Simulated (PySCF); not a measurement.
Species: cyanide anion, CN (charge -1).
Z-matrix (Å and degrees, PBE0-D3(BJ)/def2-TZVP geometry), rows numbered from 1:
```
C 
N   1  1.1700
```

The closed-shell ground state was solved at several levels (PySCF, density fitting, gas phase, non-relativistic). Isolated species at its PBE0-D3(BJ)/def2-TZVP geometry, gas phase. Where the HOMO energy is positive, the finite basis confines the outermost electrons. No diffuse functions stand in pcSseg-2, which bears on an anion's orbital energies.

```json
{"level": "PBE0/pcSseg-2", "basis functions": "72", "total energy (Eh)": "-92.7730", "HOMO (eV)": "-1.20", "LUMO (eV)": "7.85", "gap (eV)": "9.05"}
{"level": "B97-2/pcSseg-2", "basis functions": "72", "total energy (Eh)": "-92.8474", "HOMO (eV)": "-0.92", "LUMO (eV)": "7.80", "gap (eV)": "8.72"}
{"level": "wB97X-D/pcSseg-2", "basis functions": "72", "total energy (Eh)": "-92.8531", "HOMO (eV)": "-3.28", "LUMO (eV)": "9.52", "gap (eV)": "12.80"}
```

Q: What might KT3/pcSseg-2 (72 basis functions) give for the same quantities?

A: Total energy -94.3173 Eh, HOMO 0.32 eV, LUMO 7.02 eV, gap 6.70 eV.

Q: Over all these levels, which gives the widest orbital gap and which the narrowest?

A: wB97X-D/pcSseg-2 (range-separated hybrid) has the widest, 12.80 eV, and KT3/pcSseg-2 (GGA) the narrowest, 6.70 eV. From the narrowest to the widest the HOMO moves by -3.60 eV and the LUMO by +2.50 eV.

Q: In the pcSseg-2 basis, how does the gap go with the fixed share of exact exchange?

A: KT3 (0 %) 6.70 eV; B97-2 (21 %) 8.72 eV; PBE0 (25 %) 9.05 eV. Each rise in the share widens the gap here.

Note: wB97X-D ran without an empirical dispersion term, which enters the total energy and its gradient alone.
